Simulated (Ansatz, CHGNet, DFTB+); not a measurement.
**hcp Os, elastic constant C12**

Reference value: 228 GPa (measured, 0 K, extrapolated to 0 K (read from the set's bulk modulus against, 405 at 300 K); as tabulated in Liu et al. (2023), arXiv:2002.00005).

**Question.** Put these levels in order of the elastic constant C12 that they give for hcp Os, smallest first: CHGNet-r²SCAN, GFN1-xTB as cut by DFTB+, PBE (Ansatz, a program for electronic structure).

**Answer.** GFN1-xTB as cut by DFTB+ (121 GPa), PBE (220 GPa), CHGNet-r²SCAN (443 GPa)

Unless a cell is named, each level is at its own relaxed cell (GFN1-xTB as cut by DFTB+ 14.43, CHGNet-r²SCAN 14.15, PBE 14.27 Å³/atom).

Differences against the reference: GFN1-xTB as cut by DFTB+ -47 %, CHGNet-r²SCAN +94 %, PBE -3.5 %.

The reference isn't brought to a static lattice, while the calculations are for one, so the differences are not the levels' errors alone.  Density-functional levels without +SOC have no spin–orbit coupling. GFN1-xTB as cut by DFTB+: the method was fitted mainly to molecules. GFN1-xTB as cut by DFTB+: codes differ in how they cut the long-range tail of xTB's charge interaction in a crystal, so the value belongs to this code. Each level is taken at its own relaxed cell. Ansatz's density-functional and Hartree–Fock values are scalar-relativistic unless marked +SOC, with PAW data made under PBE.

Machine-learned potentials (CHGNet-r²SCAN) are trained on DFT data: a solid inside that data is no test of them.

Differences are worked out from the printed values.
